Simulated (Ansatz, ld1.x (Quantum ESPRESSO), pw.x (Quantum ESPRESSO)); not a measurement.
**From atom to crystal: ultrasoft potential for O (Z = 8)**

* Element: oxygen
* Generator: ld1.x (Quantum ESPRESSO) 7.5
* Type: ultrasoft
* Functional: LDA (PW92)
* Relativity: scalar-relativistic
* Frozen core: [He]
* Valence charge: 6
* Reference configuration: 2s2 2p4
* Partial waves: 2s (bound): rcut 0.90, rcutus 1.05 bohr; 2s channel at 1.55 Ry: rcut 0.90, rcutus 1.05 bohr; 2p (bound): rcut 1.05, rcutus 1.25 bohr; 2p channel at -0.1 Ry: rcut 1.05, rcutus 1.25 bohr
* Local potential: all-electron potential smoothed inside 1.00 bohr (lloc = -2)
* Core correction: Bessel-smoothed model core inside 0.70 bohr
* Augmentation charge: built from norm-conserving waves at rcut, not smoothed further

Atomic tests: cutoffs needed: 45 Ry and 80 Ry (the cutoffs (Ry, on a coarse ladder) from which the occupation-weighted sum of valence levels, in a spherical-Bessel basis at the reference potential, stays within 10 and 1 mRy of its value at 400 Ry); ghost test: no extra level below or beside the all-electron valence levels (s, p, d, f tested) (spherical-Bessel basis up to 400 Ry, 20 bohr box); largest excitation error: +177 meV (all-electron minus pseudo) for 2s2 2p1, out of 7 test configurations.

Crystal test: bcc O in pw.x 7.5, no spin, 18³ k-points, Fermi–Dirac smearing 0.01 Ry, cutoffs 100/800 Ry. The reference is all-electron LAPW (Ansatz 0.2.0) with the same functional, mesh and smearing; V0 and B0 come from Birch–Murnaghan fits to the pressures at five volumes. Errors are pseudo minus all-electron; Δ is the rms difference of the E(V) curves that follow from these fits, minima aligned, over ±6 % about the mean V0. Mesh and smearing are coarse, so the numbers serve the comparison and aren't converged zero-temperature values; the lattice is a test structure that the element need not adopt. Spin polarisation is left out.

```
V (Å³/atom)  P all-electron (GPa)  P pseudo (GPa)
      6.658                 13.49           14.33
      6.833                  6.95            7.71
      7.008                  1.25            1.93
      7.183                 -3.72           -3.11
      7.358                 -8.05           -7.51
```

All-electron: a0 = 2.416 Å (V0 = 7.05 Å³/atom), B0 = 207.0 GPa.

Pseudopotential: mean pressure error (GPa): +0.69; a0 (Å): 2.418; a0 error (%): +0.11; B0 error (%): +0.0; Δ (meV/atom): 1.0.

Q: At the middle volume, how do free energy and pressure move when the wave cutoff is lowered (ecutrho held at 800 Ry)?

A:

```tsv
cutoff (Ry)	shift of F (meV/atom)	shift of P (GPa)
45	+70.8	-10.91
60	+15.6	-0.10
80	+5.1	-0.60
```

Input at the middle volume:

```
&control
  calculation='scf', prefix='x', pseudo_dir='./', outdir='./tmp', tstress=.true., disk_io='none'
/
&system
  ibrav=0, nat=1, ntyp=1, ecutwfc=100, ecutrho=800, nbnd=10,
  occupations='smearing', smearing='fd', degauss=0.01
/
&electrons
  conv_thr=1e-09, mixing_beta=0.4, electron_maxstep=70
/
ATOMIC_SPECIES
O 1.0 O.UPF
CELL_PARAMETERS angstrom
  -1.20553003 1.20553003 1.20553003
  1.20553003 -1.20553003 1.20553003
  1.20553003 1.20553003 -1.20553003
ATOMIC_POSITIONS crystal
O 0.0000 0.0000 0.0000
K_POINTS automatic
18 18 18 0 0 0
```

```bash
pw.x < O.scf.in > O.scf.out
```

Lines of the output:

```
Message from routine setup:
     using ibrav=0 with symmetry is DISCOURAGED, use correct ibrav instead
     lattice parameter (alat)  =       3.9458  a.u.
     unit-cell volume          =      47.2923 (a.u.)^3
     number of electrons       =         6.00
     number of Kohn-Sham states=           10
     kinetic-energy cutoff     =     100.0000  Ry
     charge density cutoff     =     800.0000  Ry
     scf convergence threshold =      1.0E-09
     Exchange-correlation= PW
     number of k points=   195  Fermi-Dirac smearing, width (Ry)=  0.0100
     iteration #  1     ecut=   100.00 Ry     beta= 0.40
     total energy              =     -32.03035154 Ry
     estimated scf accuracy    <       0.00028663 Ry
     iteration #  2     ecut=   100.00 Ry     beta= 0.40
     total energy              =     -32.03037185 Ry
     estimated scf accuracy    <       0.00007643 Ry
     iteration #  3     ecut=   100.00 Ry     beta= 0.40
     total energy              =     -32.03037657 Ry
     estimated scf accuracy    <       0.00000589 Ry
     iteration #  4     ecut=   100.00 Ry     beta= 0.40
     total energy              =     -32.03037677 Ry
     estimated scf accuracy    <          4.4E-09 Ry
     iteration #  5     ecut=   100.00 Ry     beta= 0.40
     the Fermi energy is     6.7674 ev
!    total energy              =     -32.03037677 Ry
     estimated scf accuracy    <          4.0E-10 Ry
     smearing contrib. (-TS)   =      -0.00344332 Ry
     The total energy is F=E-TS. E is the sum of the following terms:
     one-electron contribution =      -0.74238899 Ry
     hartree contribution      =       4.45144105 Ry
     xc contribution           =      -6.98150536 Ry
     ewald contribution        =     -28.75448015 Ry
     convergence has been achieved in   5 iterations
          total   stress  (Ry/bohr**3)                   (kbar)     P=       19.30
     Message from routine punch:
     Nothing written, as per user request (disk_io='none')
```

The 8 pw.x runs together took about 65 s on one core of a shared server CPU.
